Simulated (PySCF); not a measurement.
A structure optimised at PBE-D3(BJ)/def2-TZVPD, used in a PySCF frequency run:

```xyz
2

S      0.0000     0.0000    -0.0798
H      0.0000     0.0000     1.2774
```
Charge 0, spin multiplicity 2.

Problem. Write its SMILES, formula and point group.

Solution. [SH], HS, C∞v

Problem. What are its rotational constants (standard atomic weights)?

Solution. 280.75 GHz (linear rotor, B only)
